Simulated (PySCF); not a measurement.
Gas-phase reaction: 3 (CH₃)₃Si + c-Si₃H₆ → 3 Si₂H₆ + 3 C₃H₅ (allyl)

Method: PySCF energies plus ideal-gas RRHO corrections (1 bar). S°(298 K) at PBE0/def2-TZVP differs from the NASA 1993 table for C₃H₅ (allyl) (-17 J/mol/K); whether the harmonic model or the table's entry is off was not settled. † marks an energy on the PBE0/def2-TZVP geometry and frequencies; other levels use their own. CCSD(T) freezes the core. 6-31G* has spherical d functions here. Open shells (unrestricted): (CH₃)₃Si (multiplicity 2), C₃H₅ (allyl) (multiplicity 2); the rest are closed-shell singlets. (CH₃)₃Si, c-Si₃H₆: computed as isolated molecules; such fragments, hydroxides, amides, oligomers or adducts are transient or little studied in the gas. CCSD(T) isn't extrapolated to the basis-set limit. The harmonic model lacks anharmonicity and excited electronic states, which grow with temperature; levels with a mode under 35 cm⁻¹ are left out. Internal rotation in (CH₃)₃Si, Si₂H₆ is treated as a harmonic vibration of one conformer, which makes the entropy rough. Warning, spin contamination: C₃H₅ (allyl) (CCSD(T)/def2-SVP†, HF/6-31G*, HF/def2-TZVP†).

ΔH° and ΔS° at 298 K: CCSD(T)/def2-SVP† 306 kJ, 275 J/K; HF/6-31G* 142 kJ, 286 J/K; HF/def2-TZVP† 144 kJ, 275 J/K; M06-2X/def2-TZVP† 438 kJ, 275 J/K; PBE0/def2-QZVP† 416 kJ, 275 J/K; r2SCAN/def2-TZVP† 388 kJ, 275 J/K.

Question: With the heat capacities included, give log10 K (1 bar) at 500, 1000, 1200, 1600, 2000 K from CCSD(T)/def2-SVP†, HF/6-31G*, HF/def2-TZVP†, M06-2X/def2-TZVP†, PBE0/def2-QZVP†, r2SCAN/def2-TZVP†.

Answer: 
| T (K) | CCSD(T)/def2-SVP† | HF/6-31G* | HF/def2-TZVP† | M06-2X/def2-TZVP† | PBE0/def2-QZVP† | r2SCAN/def2-TZVP† |
|---|---|---|---|---|---|---|
| 500 | -17.7 | 0.1 | -0.7 | -31.5 | -29.2 | -26.2 |
| 1000 | -1.9 | 7.5 | 6.6 | -8.8 | -7.7 | -6.2 |
| 1200 | 0.7 | 8.7 | 7.8 | -5.0 | -4.1 | -2.8 |
| 1600 | 4.0 | 10.2 | 9.3 | -0.3 | 0.4 | 1.3 |
| 2000 | 5.9 | 11.1 | 10.1 | 2.4 | 3.0 | 3.7 |
